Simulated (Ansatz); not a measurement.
## Relative stability

Two relaxed structures of C$_{2}$H$_{2}$Al, doublet (PBE0-D4/def2-TZVP; forces vanish, vibrations not checked).

A:

```xyz
5
angstrom
C 0.9909 -1.0315 1.8142
C 0.5486 -0.5323 0.7352
Al -0.0993 0.4435 -0.8088
H 0.6249 -1.7444 0.7552
H -0.1212 2.0249 -0.6326
```

B:

C1  (1.033, -1.232, 1.791)
C2  (0.466, -0.672, 0.877)
Al3  (-0.369, 0.358, -0.498)
H4  (-1.202, -0.425, -1.613)
H5  (1.528, -1.736, 2.591)
(Å)

Program: Ansatz 0.2.0. Basis: def2-TZVPP. Cores are frozen in the correlated methods; orbitals are unrestricted. B3LYP uses VWN-RPA correlation.

Q: Which structure is lower at CCSD(T), and by how much? (An estimate is asked for; the value comes from the calculation.)

A: By the calculation: B, by 1.901 eV (electronic energy, against the other). By their contacts, A is C₂H₂Al ([C][CH][AlH]) and B is C₂H₂Al ([CH][C][AlH]).

All methods give the same order:

```json
{"method": "PBE-D4", "E(B) − E(A) (eV)": "-1.866"}
{"method": "r2SCAN-D4", "E(B) − E(A) (eV)": "-1.879"}
{"method": "PBE0-D4", "E(B) − E(A) (eV)": "-1.851"}
{"method": "B3LYP-D4", "E(B) − E(A) (eV)": "-1.921"}
{"method": "wB97M-V", "E(B) − E(A) (eV)": "-1.766"}
{"method": "HF", "E(B) − E(A) (eV)": "-1.789"}
{"method": "MP2", "E(B) − E(A) (eV)": "-2.023"}
{"method": "CCSD", "E(B) − E(A) (eV)": "-1.900"}
{"method": "CCSD(T)", "E(B) − E(A) (eV)": "-1.901"}
```

T1 diagnostic: at most 0.018. ⟨S²⟩ of the unrestricted Hartree–Fock references: 0.75 to 0.76 (a pure state has 0.75).

Labels in which every atom is bracketed show which atoms are joined, not bond orders.

For scale, one of the runs: CCSD(T)/def2-TZVPP, 132 basis functions, launched by `ansatz run in.yaml --threads 2 --pin off --events-out ev --progress --plain --max-ram 4352MiB`. The run took 18 s on 2 CPU threads of an Arm Neoverse V2 (shared host), with 1.4 GiB of host memory at its peak.
